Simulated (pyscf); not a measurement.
HO–B(F)–F + H₂ -> HO–BH–F + HF, a four-centre exchange (singlet surface; B–F, H–H broken, B–H, F–H formed). Structures and frequencies: ωB97X-D3(BJ)/def2-SVP in PySCF. Energies in kcal/mol from the separated reactants.

Small-basis levels: PySCF, no dispersion term, spherical d functions. AM1 to PM7: differences of heats of formation from MOPAC, which are fitted to 298 K values and so differ in kind from electronic energies by zero-point and thermal terms. Cost: rough CPU time at the saddle relative to B3LYP/6-31G*, from one job on a shared machine.

```json
[
 {"level": "SVWN5/6-31G*", "barrier": "39.5", "reaction energy": "+42.2", "cost": "1"},
 {"level": "B3LYP/STO-3G", "barrier": "[?]", "reaction energy": "+56.4", "cost": "0.6"},
 {"level": "B3LYP/LANL2DZ", "barrier": "52.9", "reaction energy": "+25.3", "cost": "0.7"},
 {"level": "M06-2X/6-31G*", "barrier": "58.2", "reaction energy": "+39.9", "cost": "2"},
 {"level": "PBE/def2-SVP", "barrier": "42.4", "reaction energy": "+34.4", "cost": "2"},
 {"level": "B3LYP/def2-SVP", "barrier": "50.9", "reaction energy": "+34.6", "cost": "1"},
 {"level": "AM1", "barrier": "[?]", "reaction energy": "+24.5", "cost": "under 0.02"},
 {"level": "PM3", "barrier": "88.9", "reaction energy": "+44.9", "cost": "under 0.02"},
 {"level": "PM7", "barrier": "90.9", "reaction energy": "+67.4", "cost": "under 0.02"},
 {"level": "ωB97M-D3(BJ)/def2-TZVP", "barrier": "[?]", "reaction energy": "+29.1", "cost": "–"}
]
```

### Question
Complete the blanks.

### Answer

- B3LYP/STO-3G, barrier: 70.6
- AM1, barrier: 92.0
- ωB97M-D3(BJ)/def2-TZVP, barrier: 53.2

Against the last row the barrier runs from -13.7 (SVWN5/6-31G*) to +38.8 kcal/mol (AM1). At SVWN5/6-31G* this geometry lies under one side, so the entry may be no barrier of that level: it is a single point on another level's saddle. ωB97M-D3(BJ)/def2-TZVP has limits of its own. On the product side the descent ends in a complex, 4.3 kcal/mol under the separated species and 29.1 kcal/mol under the saddle at ωB97X-D3(BJ)/def2-TZVP. The same reactants have a lower exit, to F–BH–F + H₂O (barrier +46.7 kcal/mol at ωB97M-D3(BJ)/def2-TZVP, against +53.2 kcal/mol here). One saddle was located; it need not be the lowest between these sides.
